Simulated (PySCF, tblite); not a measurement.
# CH5BS− (doublet): geometry, infrared bands and EPR parameters

Aim: predict the infrared bands and EPR parameters of CH5BS− (doublet) (`[BH2-]SC`).

Programs: tblite 0.8.0 and PySCF 2.14.0, with density-fitted response routines of our own. Each step states its level of theory. These are calculated values for one molecule in the gas phase, unless marked as measured. Atoms count from 0, in the outputs and in this text.

## (1) The starting structure

8 atoms, charge -1, multiplicity 2; geometry from: force field or distance geometry start.

Bonds of the start (Å): B0–S1 1.90, S1–C2 1.80, B0–H3 1.18, B0–H4 1.19, C2–H5 1.11, C2–H6 1.11, C2–H7 1.11.

## (2) Optimising the geometry with GFN2-xTB

Job settings and geometry (Å):

```
{"job": {"kind": "relax", "xc": "GFN2-xTB", "basis": "xTB"}, "charge": -1, "multiplicity": 2}
B      1.491500     0.085800    -0.016600
S      0.031200    -0.168700     1.171900
C     -1.227100     0.062200    -0.093600
H      1.862400    -0.959300    -0.424200
H      2.370400     0.641300     0.558400
H     -1.159300     1.081800    -0.538600
H     -1.128200    -0.696500    -0.898000
H     -2.231800    -0.037100     0.371600
```

Command:

```bash
> OMP_NUM_THREADS=1 python probes_run.py task.json out
```

The driver reads the jobs from task.json and runs them one after another.

**Question.** This job is followed by: GFN2-xTB harmonic vibrations, gas phase; UKS B3LYP, pcH-1 on B C H S, non-relativistic, mean-field spin-orbit, GIAO. What will the session give for the following? strongest single infrared mode (GFN2-xTB); zero-point energy (GFN2-xTB); g(iso) (B3LYP); ⟨S²⟩; largest a(iso) (averaged by class).

As calculated:

| quantity | value |
| --- | --- |
| strongest single infrared mode (GFN2-xTB) | 2393 cm⁻¹, 414 km/mol |
| zero-point energy (GFN2-xTB) | 33.0 kcal/mol |
| g(iso) (B3LYP) | 2.00007 |
| ⟨S²⟩ | 0.762 (exact 0.75) |
| largest a(iso) (averaged by class) | 13C on C2, 328.4 MHz |

What this shows: Over 37 steps the energy fell by 0.471 eV; of the close pairs, S1–C2 changed most, 1.799 to 2.210 Å. All 18 modes are real, so the xTB geometry is a minimum. The strongest single mode, at 2393 cm⁻¹, moves mainly H4 and H3. Unscaled tight-binding wavenumbers are off by several per cent, some by more. Its intensities can rank the bands wrongly. The largest share of the spin, 0.61 e, sits on B0. The isotropic g lies 2.2 ppt below the free-electron value.
